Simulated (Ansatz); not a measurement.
System: hcp Zn. Method: rVV10 (plane waves, PAW; Ansatz, a first-principles code).

Numerical settings: plane-wave cutoff 520 eV, 24×24×12 k mesh (along the axes of the cell as run), Fermi–Dirac smearing 0.05 eV, scalar-relativistic PAW data made under PBE.

Properties against volume:

Shape and atoms are relaxed at each volume.

| V (Å³/atom) | P (GPa) | c (Å) | a (Å) |
|---|---|---|---|
| 14.964 | 2.59 | 4.977 | 2.635 |
| 15.276 | 1.17 | 5.042 | 2.645 |
| 15.587 | 0.01 | 5.117 | 2.652 |
| 15.899 | -0.96 | 5.198 | 2.658 |
| 16.211 | -1.52 | 5.315 | 2.654 |

Note: the bulk modulus comes from volumes at which shape and atoms were relaxed.
